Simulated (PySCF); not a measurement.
## Structure from 2D NMR

Compound of formula C3H8. Correlations simulated from computed shifts and couplings:

HSQC (one-bond C–H):
```tsv
δH	δC	1J(C,H) (Hz)
1.38	20.9	132
1.00	18.8	131
```

COSY cross peaks (|J| ≥ 2 Hz):
```tsv
δH	δH	abs. J (Hz)	bonds
1.38	1.00	7.7	3
```

HMBC (two and three bonds, |J| ≥ 2.5 Hz):
```tsv
δH	δC [abs. J in Hz]
1.38	18.8 [3.2]
1.00	20.9 [3.7], 18.8 [6.3]
```

Computational details: NMR shieldings at PBE0/pcSseg-1/GIAO, spin–spin couplings from B3LYP/pcJ-1 (without the spin–dipole term), GFN2-xTB structure, in PySCF (averaged over atoms made equivalent by symmetry, fast rotation or ring inversion, single conformer, no relativistic terms, gas phase).

Chemical shifts δ = σref − σ; TMS for 1H (σref 31.72) and 13C (σref 186.93), all at this level.

Exchangeable hydrogens are left out of these lists, and C,H couplings along chains are those of one rotamer, so weak HMBC peaks may be missing or extra.

Task: Work out the connectivity.

Result: `CCC`.

Numbering as in the mapped SMILES `[CH3:1][CH2:2][CH3:3]`. Each H is labelled by its parent atom.

1. δC 20.9 is C2, an sp3 CH2 (δH 1.38).
2. δC 18.8 is C1/C3, a methyl carbon (δH 1.00).
3. COSY links 1.38–1.00.

Unscaled 3J(H,H) at this level run about 10 % above measured values. Shifts are as computed. Against solution values, carbons near 30 ppm lie about +3 ppm off and those near 130 ppm about +5 ppm. Of 1211 compounds with measured shifts, 218 miss one by over three times the rms of a fit or turn the order of signals round; such compounds aren't used in these exercises.
